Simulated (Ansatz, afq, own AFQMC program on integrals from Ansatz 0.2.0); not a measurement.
**GeNH$_{4}$, doublet: AFQMC among the cluster methods**

```tsv
atom	x (Å)	y (Å)	z (Å)
Ge	0.0000	0.0132	0.2966
N	0.0000	-0.1277	-1.5671
H	0.0000	1.4630	0.8219
H	1.2578	-0.7228	0.7840
H	-1.2578	-0.7228	0.7840
H	0.0000	0.8080	-1.9853
```

Connectivity, by distances: GeH3–NH.

Basis cc-pVDZ. Only valence electrons are correlated. Ansatz 0.2.0 and our own AFQMC program on the same integrals; the CISD trial comes from CCSD amplitudes, and released means the phaseless constraint is let go. Free projection: walkers drawn from exp(T), propagated without any constraint. Its projection time is finite, and what remains of the start isn't in its error. ± is one standard error of the sampling. No spin–orbit coupling.

Determinant: UHF, the one that the program's search chose, which needn't be the lowest solution. The geometry is a PBE0/def2-TZVP stationary point of this or a neighbouring charge and spin state.

No full CI on the walks' own integrals is used here. The released AFQMC energy serves as the reference, which it does only where one determinant dominates, the energy is flat over the last release times and near the phaseless one (40 meV or 2 meV an electron, half that with transition metals). On small molecules, where full CI could be run and the noise was under 10 meV, such values lay within 10 meV of it in 19 cases of 20, a flattering rate, since the rule was set on those same cases; what remains of the bias isn't in the error bar.

Cautions: no relativity below Rb; no spin-orbit coupling; inner d shell frozen; the ph-AFQMC/HF walk drifts between its halves (2.8 errors); the released value is read at 2.40 1/Eh (meV from the phaseless value at times in 1/Eh: -4 ± 3 at 0.24, -2 ± 3 at 0.51, -3 ± 3 at 0.99, -6 ± 4 at 1.62, -5 ± 3 at 2.40).

- T1 diagnostic: 0.0137
- weight of the determinant in the CISD state: 0.883
- ⟨S²⟩ of the determinant: 0.760
- size of the correlated space: 13 electrons in 46 orbitals

```
  level  correlation energy (eV)
    MP2                  -6.4496
   CCSD                  -7.5074
CCSD(T)                  -7.6727
```

**Question.** Estimate where free-projection AFQMC lies against CCSD(T) on the same integrals.

**Answer.** 3.4 ± 0.3 kJ/mol below CCSD(T).

Reference: AFQMC with the constraint released, correlation energy -7.713 ± 0.003 eV.

```tsv
level	E − E(reference) (kJ/mol)	share of correlation (%)
CCSD(T)	3.8 ± 0.3	99.48
ph-AFQMC/HF	-2.2 ± 2.3	100.30
ph-AFQMC/CISD	0.4 ± 0.5	99.94
free AFQMC	0.4 ± 0.4	99.94
```

Free projections are given only where their last times agree within the noise and don't stop above the reference; a slow remainder of the start can still hide under it. A walk keeps the symmetry of its determinant, which the program's search chose and which needn't be the lowest solution, so a lower state of the same spin and another symmetry isn't excluded. Released energies are given only where the last usable release times agree within the noise; a slower fall can still hide under it.
